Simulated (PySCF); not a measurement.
## Two structures, one formula

Two relaxed structures of Al₂H₃Cl, singlet (PBE0-D4/def2-TZVP; forces vanish, vibrations not checked).

A:

```
6
angstrom
Al -0.9156 0.3387 -1.1467
Al 0.0683 0.3339 1.2341
Cl 1.4155 1.4036 2.4510
H -0.3384 -0.8870 -1.9622
H -2.4106 0.8498 -1.0740
H 0.2106 1.4580 -0.6924
```

B:

```xyz
6
angstrom
Al -0.9254 0.3399 -0.9351
Al 0.8619 -0.4901 0.7627
Cl 1.4071 0.8371 2.3159
H -1.4077 -0.5878 -2.1372
H -1.5722 1.7866 -0.8072
H 1.6220 -1.8835 0.8057
```

Program: PySCF 2.14 with density fitting (its default auxiliary sets; JK sets also for MP2 and CCSD(T)). Basis: def2-TZVPP. Cores are frozen in the correlated methods. B3LYP uses VWN-RPA correlation.

Which structure is lower at CCSD(T), and by how much? (To be estimated.)

Computed: B, by 0.222 eV (electronic energy, against the other). By their contacts, A is Al₂H₃Cl ([AlH3][Al][Cl]) and B is Al₂H₃Cl ([AlH2][AlH][Cl]).

All methods give the same order:

```csv
method,E(B) − E(A) (eV)
PBE-D4,-0.014
r2SCAN-D4,-0.115
PBE0-D4,-0.129
B3LYP-D4,-0.122
wB97M-V,-0.066
HF,-0.491
MP2,-0.255
CCSD,-0.269
CCSD(T),-0.222
```

T1 diagnostic: at most 0.012.

Labels in which every atom is bracketed show which atoms are joined, not bond orders.

For scale, one of the runs: CCSD(T)/def2-TZVPP, 168 basis functions, launched by `OMP_NUM_THREADS=2 python run.py`. The run took 46 s on 2 CPU threads of an AMD EPYC 9R45 (shared host), with 1 GiB of host memory at its peak.
